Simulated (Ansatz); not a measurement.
# BPH6 (SMILES [BH3-][PH3+]) at HF/STO-3G

What is the vertical electron affinity of BPH6 at HF/STO-3G? 

The calculation is run with Ansatz 0.2.0.

48 further runs of the same task are left out: 48 set aside as unsound or not needed.

## (1) The molecule

The species is BPH6 (8 atoms), meant as a singlet with charge 0. As SMILES, `[BH3-][PH3+]`. The coordinates come from a PBE0-D4/def2-TZVP relaxation.

Bond lengths: B1–P2 1.910 Å, B1–H3 1.209 Å, B1–H4 1.209 Å, B1–H5 1.209 Å, P2–H6 1.408 Å, P2–H7 1.409 Å, P2–H8 1.408 Å. Some angles: B1–P2–H6 118.0°, B1–P2–H7 118.1°, B1–P2–H8 118.0°, P2–B1–H3 103.8°, P2–B1–H4 103.8°, P2–B1–H5 103.8°, H6–P2–H7 99.7°, H6–P2–H8 99.7°, H7–P2–H8 99.7°, H3–B1–H4 114.5°.

## (2) A single-point energy at HF/STO-3G

The input, job.yaml:

```yaml
crystal:
  periodic: [false, false, false]
  atoms:
    - {symbol: B, position_ang: [-0.556100, 0.227200, -0.914000]}
    - {symbol: P, position_ang: [0.433900, -0.181600, 0.667700]}
    - {symbol: H, position_ang: [-1.693400, 0.343100, -0.520100]}
    - {symbol: H, position_ang: [-0.367800, -0.730200, -1.628000]}
    - {symbol: H, position_ang: [-0.055500, 1.254200, -1.309900]}
    - {symbol: H, position_ang: [0.418800, 0.755700, 1.718800]}
    - {symbol: H, position_ang: [1.823100, -0.380300, 0.547100]}
    - {symbol: H, position_ang: [0.089200, -1.345200, 1.382600]}
basis:
  gaussian: {orbitals: STO-3G}
hamiltonian: {xc: hf}
accuracy: high
output: {orbitals: {seedname: orbitals}}
```

Launch:

```sh
ansatz run job.yaml --threads 1 --pin off --max-ram 3480MiB --events-out events.jsonl --progress --plain --runs-dir runs
```

Log:

```text
Warning: RAYON_NUM_THREADS=1 ignored (pool sized by the plan → 1); use --threads N
Functional definition: HF
  name "HF"
  exchange = exact_x
  correlation = 0
360 factors; integrals over basis functions are off by at most 5.0e-9 eV
mean field evaluation 1: about -9924.3358 eV, gradient 1.4e1 eV
mean field evaluation 2: about -9924.3784 eV, gradient 1.4e1 eV
mean field evaluation 4: about -9925.2540 eV, gradient 6.4e-1 eV
mean field evaluation 8: about -9925.2558 eV, gradient 2.4e-7 eV
mean field -9925.25576943 eV, -364.7464219467 hartree, gradient 3.3e-8 eV, S^2 0.000000; 0 other end points of the search recorded, 0 dependent functions left out
reference -9925.25576943 eV, -364.7464219467 hartree; 13, 13 occupied and 7, 7 virtual orbitals, 360 factors
Total energy: -9925.25576943 eV, -364.7464219467 hartree
```

It took 0.24 s on 1 thread of Intel Xeon Platinum 8259CL at 2.50GHz (Skylake/Cascade Lake), shared host.

## (3) The doublet anion at the same level

The input, run.yaml:

```yaml
crystal:
  periodic: [false, false, false]
  atoms:
    - symbol: B
      position_ang: [-0.556100, 0.227200, -0.914000]
    - symbol: P
      position_ang: [0.433900, -0.181600, 0.667700]
    - symbol: H
      position_ang: [-1.693400, 0.343100, -0.520100]
    - symbol: H
      position_ang: [-0.367800, -0.730200, -1.628000]
    - symbol: H
      position_ang: [-0.055500, 1.254200, -1.309900]
    - symbol: H
      position_ang: [0.418800, 0.755700, 1.718800]
    - symbol: H
      position_ang: [1.823100, -0.380300, 0.547100]
    - symbol: H
      position_ang: [0.089200, -1.345200, 1.382600]
basis:
  gaussian:
    orbitals: STO-3G
hamiltonian:
  xc: hf
output: {orbitals: {seedname: orbitals}}
total_charge: -1
accuracy: high
magnetization:
  spin_polarized: true
  initial_magnetization: 1
```

Launch:

```sh
ansatz run run.yaml --threads 1 --pin off --max-ram 3480MiB --events-out events.jsonl --progress --plain --runs-dir runs
```

Log:

```text
Warning: RAYON_NUM_THREADS=1 ignored (pool sized by the plan → 1); use --threads N
Functional definition: HF
  name "HF"
  exchange = exact_x
  correlation = 0
360 factors; integrals over basis functions are off by at most 5.0e-9 eV
mean field evaluation 1: about -9913.7086 eV, gradient 9.2e0 eV
mean field evaluation 2: about -9913.8181 eV, gradient 9.1e0 eV
mean field evaluation 4: about -9914.7690 eV, gradient 8.3e-1 eV
mean field evaluation 8: about -9914.8216 eV, gradient 2.6e-1 eV
mean field evaluation 16: about -9914.8550 eV, gradient 1.5e-6 eV
mean field evaluation 32: about -9914.7742 eV, gradient 3.7e-2 eV
mean field evaluation 64: about -9913.4948 eV, gradient 6.4e0 eV
mean field evaluation 96: about -9914.6036 eV, gradient 2.8e0 eV
mean field evaluation 128: about -9914.6745 eV, gradient 8.5e-2 eV
mean field -9914.85501551 eV, -364.3642012899 hartree, gradient 4.1e-8 eV, S^2 0.768159; 2 other end points of the search recorded, 0 dependent functions left out
reference -9914.85501551 eV, -364.3642012899 hartree; 14, 13 occupied and 6, 7 virtual orbitals, 360 factors
Total energy: -9914.85501551 eV, -364.3642012899 hartree
```

It took 0.48 s on 1 thread of Intel Xeon Platinum 8259CL at 2.50GHz (Skylake/Cascade Lake), shared host.

## (4) Summary of results

At HF/STO-3G:

| quantity | value |
| --- | --- |
| singlet BPH6: total energy | -364.74642 Eh |
| singlet BPH6: HOMO energy | -9.93 eV |
| singlet BPH6: LUMO energy | 11.17 eV |
| singlet BPH6: HOMO–LUMO gap | 21.10 eV |
| doublet anion: total energy | -364.36420 Eh |
| doublet anion: HOMO energy (highest over α and β) | 9.56 eV |
| doublet anion: LUMO energy (lowest over α and β) | 19.64 eV |
| doublet anion: ⟨S²⟩ | 0.768 |
| vertical electron affinity (to the doublet anion) | -10.401 eV |

In words: The anion lies 10.40 eV (240 kcal/mol) above the neutral: the electron isn't bound at this level, and such a value depends on the basis. Without diffuse functions anions come out too high. Hartree–Fock misses the correlation that binds many anions. In a minimal basis such a difference can be off by several eV, whatever the method. The HOMO (doublet anion) lies at positive energy, 9.56 eV: the electron is unbound at this level or held by a compact basis; values depend on the basis.
